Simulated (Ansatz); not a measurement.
Relaxation of CH$_{5}$FSi (8 atoms, charge 0, multiplicity 1), to a largest force component of 0.03 eV/Å in at most 50 steps.

Theory: RKS PBE0/def2-SVP in Ansatz 0.2.0.

```xyz
8
Properties=species:S:1:pos:R:3
Si 0.144 -0.022 0.065
F 0.749 -0.251 1.529
H 1.480 0.191 -0.469
H -0.726 1.190 0.042
C -0.788 -1.503 -0.565
H -1.670 -1.696 0.066
H -1.144 -1.323 -1.593
H -0.161 -2.407 -0.569
```

Question: Where does it end, and by what steps?

Answer: The forces met the threshold. After 4 steps the energy has fallen by 0.269 eV; H3 moved furthest, 0.22 Å.

| step | energy less start (eV) | largest force component (eV/Å) | accepted |
| --- | --- | --- | --- |
| 0 | 0.0000 | 1.735 | yes |
| 1 | -0.2539 | 0.154 | yes |
| 2 | -0.2407 | 0.453 | no |
| 3 | -0.2666 | 0.039 | yes |
| 4 | -0.2694 | 0.019 | yes |

```xyz
8
Properties=species:S:1:pos:R:3
Si 0.177 -0.027 0.094
F 0.612 -0.302 1.640
H 1.427 0.204 -0.686
H -0.666 1.204 0.079
C -0.766 -1.496 -0.551
H -1.662 -1.687 0.060
H -1.093 -1.312 -1.587
H -0.144 -2.404 -0.545
```

Time of the run: 6.6 s on 1 thread of Intel(R) Xeon(R) 6975P-C (Granite Rapids) (shared host), peak memory 0.15 GiB.
